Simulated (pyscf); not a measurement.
Elementary routes open to :HSi–PH₂ (SMILES [SiH]P) [singlet] in the gas phase (singlet surface):
A. :Si=PH (SMILES [Si]=P) [singlet] + H₂ (SMILES [H][H]) (H–P, H–Si broken; H–H formed)
B. H₂Si=PH (SMILES [SiH2]=P) (H–P broken; H–Si formed)

Structures and frequencies: ωB97X-D3(BJ)/def2-SVP in PySCF.

Q: Rank the routes by free-energy barrier at 298 K, lowest first, for ωB97M-D3(BJ)/def2-TZVP energies (ideal gas, 1 atm, RRHO with modes under 100 cm⁻¹ raised to 100, one conformer, R ln 2 for chiral ones without a mode under 150 cm⁻¹).

A: B (24.5 kcal/mol), A (33.4 kcal/mol)

Route B is the fastest of these, ahead of the next by 8.8 kcal/mol. The most stable products are those of B (ΔG = -10.5 kcal/mol), so kinetics and thermodynamics agree. At 1200 K B is still the fastest. Only these routes are compared; each barrier is that of the saddle found, and lower ones may exist. A restricted solution here is unstable towards spin polarisation, so biradical character is likely and single-reference numbers are less safe.
